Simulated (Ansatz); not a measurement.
A nudged elastic band was laid between two geometries of CH5Al + H3P (11 atoms, charge 0, multiplicity 1).

Theory: RKS PBE-D4/def2-SVP (Ansatz).

```yaml
movable_images: 7
climbing_image: yes
spring: 5.0 eV/Å²
optimiser: quadratic models (default)
start_path: through a guess of the saddle point
force_threshold: 0.05 eV/Å
iteration_limit: 60
end_points: relaxed
```

Image 0:

```xyz
11
Properties=species:S:1:pos:R:3
Al -0.033 0.125 0.213
H -0.155 0.625 1.739
H 1.424 0.096 -0.462
C -1.662 -0.086 -0.876
H -2.511 -0.506 -0.298
H -1.994 0.914 -1.238
H -1.506 -0.714 -1.777
P 0.230 -3.009 1.017
H -0.634 -2.769 -0.109
H 1.399 -2.531 0.327
H -0.046 -1.722 1.634
```

Image 8:

```xyz
11
Properties=species:S:1:pos:R:3
Al 0.077 -0.676 -0.117
H -0.292 0.542 1.793
H 1.380 0.255 -0.224
C -1.659 -0.118 -0.862
H -2.514 -0.642 -0.384
H -1.829 0.976 -0.777
H -1.696 -0.366 -1.946
P 0.321 -2.849 0.785
H -0.483 -3.438 -0.257
H 1.564 -3.079 0.093
H -0.357 -0.182 2.066
```

Question: Which bonds break or form, and what moves?

Answer: Bonds broken: Al1–H2, P8–H11. Bonds formed: Al1–P8, H2–H11. CH5Al + H3P becomes CH6AlP + H2.

Question: What energy profile does the band end with?

Answer: The run converged. The highest image is number 4 of 0 to 8, 56.1 kJ/mol above the first end and 82.6 kJ/mol above the last; the last end lies 26.4 kJ/mol below the first. A vibrational analysis at the climbing image gives one clearly imaginary mode, 920i cm⁻¹: a first-order saddle point. The orbitals stay closed-shell, which can raise the energy where a bond breaks towards radicals; this wasn't checked here.

```csv
image,path coordinate (Å),energy (kJ/mol),Al1–H2 (Å),P8–H11 (Å),Al1–P8 (Å)
0,0.00,0.0,1.61,1.45,3.25
1,0.32,1.1,1.61,1.46,3.17
2,0.63,9.7,1.62,1.48,3.02
3,0.95,35.2,1.65,1.58,2.82
4,1.27,56.1,1.73,1.79,2.66
5,1.72,18.4,1.93,2.13,2.45
6,2.18,-14.7,2.13,2.48,2.38
7,2.63,-25.3,2.27,2.86,2.37
8,3.09,-26.4,2.30,3.04,2.37
```

Question: What is the geometry of the highest image?

Answer: 
```xyz
11
Properties=species:S:1:pos:R:3
Al 0.017 -0.259 0.052
H -0.203 0.059 1.736
H 1.487 0.199 -0.350
C -1.695 -0.092 -0.891
H -2.529 -0.508 -0.289
H -1.932 0.971 -1.105
H -1.677 -0.630 -1.862
P 0.181 -2.721 1.040
H -0.537 -2.893 -0.197
H 1.476 -2.657 0.416
H -0.077 -1.047 1.620
```

Question: What are the harmonic wavenumbers there?

Answer: 920i, 62, 123, 133, 282, 343, 467, 517, 544, 620, 667, 699, 713, 1001, 1043, 1154, 1172, 1376, 1380, 1522, 1677, 1903, 2321, 2353, 2969, 3065, 3072 cm⁻¹.

Time of the run: 110 s on 2 threads of Arm Neoverse V1, on a shared host, peak memory 0.13 GiB.
